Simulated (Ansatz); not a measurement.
What a trial cell of BaRe relaxes into

Method: DFT PBE, scalar-relativistic, plane waves, PAW (Ansatz 0.2.0). Cutoff 420 eV, Γ-centred k mesh, Gaussian smearing, no spin polarisation in the final step.

The start puts BaRe on the sites of a reported ScGa cell (Cmcm, No. 63), with Ba in place of Sc, Re in place of Ga, at a guessed volume.

```yaml
crystal:
  lattice:
    - [2.25523, -5.72218, 0.00000]
    - [2.25523, 5.72218, 0.00000]
    - [0.00000, 0.00000, 4.36803]
  atoms:
    - { symbol: Ba, position: [0.86200, 0.13800, 0.75000] }
    - { symbol: Ba, position: [0.13800, 0.86200, 0.25000] }
    - { symbol: Re, position: [0.58300, 0.41700, 0.75000] }
    - { symbol: Re, position: [0.41700, 0.58300, 0.25000] }
```

Cell and atoms relax at zero pressure; the relaxation can't lower the symmetry of the start. After a coarse first stage the cell is made exact in the group found at 0.06 Å.

Formation energies are uncorrected and refer to the elements' standard structures at the same level.

**Question.** Describe the relaxed structure.

**Answer.** It keeps Cmcm (No. 63). The result has the CrB (Ba on Cr sites) structure. Conventional cell: a = 5.356 Å, b = 12.342 Å, c = 3.901 Å. Around Ba lie 6 Re at 3.46–3.57 Å, 1 Re at 3.82 Å, 4 Ba at 3.89–3.90 Å and 4 Ba at 4.34 Å; around Re lie 2 Re at 2.37 Å.

```xyz
4
Lattice="2.6782 -6.1711 0.0000 2.6782 6.1711 0.0000 0.0000 0.0000 3.9009" Properties=species:S:1:pos:R:3 pbc="T T T"
Ba    2.6782   -4.4868    2.9257
Ba    2.6782    4.4868    0.9752
Re    2.6782   -0.6704    2.9257
Re    2.6782    0.6704    0.9752
```

**Question.** What are its volume, energy, density and gap?

**Answer.** The volume per atom is 32.24 Å³. The density is 8.33 g/cm³. The energy over the elements is 0.71 eV/atom and the gap on the 10×10×12 mesh is 0 eV (a metal).

The final run used a 10×10×12 mesh on its 4-atom cell and 0.10 eV smearing. For metals, differences of a few meV/atom aren't resolved. Spin–orbit coupling is left out. A structure relaxed within its symmetry needn't be a true minimum. The steps took about 5 core-minutes in all.